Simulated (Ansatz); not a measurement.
Run this with Ansatz's Python interface and show what comes out.

Script `torsion.py`:
```python
"""Rigid torsion scan of C2H3F."""

import warnings

import ansatz as az
from ase import Atoms

warnings.simplefilter("ignore", az.DeckWarning)

atoms = Atoms(["C", "C", "F", "H", "H", "H"], positions=[
    (-0.5117, 0.0511, -0.4215),
    (0.4849, -0.0077, 0.3781),
    (0.9168, -1.2005, 0.7678),
    (-0.9924, -0.784, -0.792),
    (-0.9255, 1.0562, -0.7725),
    (1.0699, 0.8209, 0.7938),
])

# relax first, so that the scan starts from a minimum
first = (
    az.Crystal.molecule_from_ase(atoms).calculation()
    .basis(gaussian="def2-SVP")
    .functional("r2scan", dispersion="d3bj")
    .relax(force_tolerance=0.02, max_steps=80)
)
atoms.positions = first.run(threads=1).report["positions_ang"]

start = atoms.get_dihedral(3, 0, 1, 2)
energies = {}
for turn in range(0, 360, 40):
    turned = atoms.copy()
    turned.set_dihedral(3, 0, 1, 2, start + turn, indices=[1, 2, 5])
    calc = (
        az.Crystal.molecule_from_ase(turned).calculation()
        .basis(gaussian="def2-SVP")
        .functional("r2scan", dispersion="d3bj")
    )
    energies[round((start + turn) % 360)] = calc.run(threads=1).report["free_energy_ev"]
floor = min(energies.values())
print("dihedral H3-C0-C1-F2 (deg)   E - E(min) (kJ/mol)")
for angle, e in sorted(energies.items()):
    print(f"{angle:8d} {96.485332 * (e - floor):14.3f}  " + "#" * int(30 * (e - floor) / max(max(energies.values()) - floor, 1e-9)))
```

```console
$ python torsion.py
dihedral H3-C0-C1-F2 (deg)   E - E(min) (kJ/mol)
       0          0.000
      40         82.427  ########
      80        307.586  ##############################
     120        181.170  #################
     160         21.096  ##
     200         21.132  ##
     240        181.269  #################
     280        307.469  #############################
     320         82.357  ########
```

The scan is rigid and the energies are electronic, in a modest basis. With rigid groups the curve can differ much from the relaxed path, the start wasn't checked as a minimum of this torsion, and equivalent turns needn't return to the same energy. A dispersion term here runs with damping parameters fitted for another variant or functional. The script silences the warnings on its input, which a real study should read. The whole script took 23 s on 1 thread of Arm Neoverse V2, on a shared host, peak memory 0.19 GiB.
